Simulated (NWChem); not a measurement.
**Correlation energy of CH (+1)**

```
C
H 1 1.1472
```
Charge +1, spin multiplicity 1.

All runs are NWChem calculations. All single points use one geometry, from PBE0/def2-SVP, a minimum by its harmonic frequencies.

Basis set: def2-TZVP. Each correlation energy counts from its own Hartree-Fock reference.

The correlated methods keep 1 core orbital frozen. The structure started from a generated list of species. Coupled-cluster values serve here as a point of comparison, not as the truth.

```
method        correlation energy (mHa)
------------  ------------------------
MP2                              -82.0
CCSDT                              [?]
CR-CCSD(T)                      -113.8
CCSD(T)                         -114.0
CCSD+T(CCSD)                    -114.0
SCS-MP2                            [?]
CR-CCSD[T]                      -113.8
CCSD                               [?]
```

**Question.** Complete the blanks.

**Answer.** 
- CCSDT, correlation energy (mHa): -114.4
- SCS-MP2, correlation energy (mHa): -93.3
- CCSD, correlation energy (mHa): -111.9
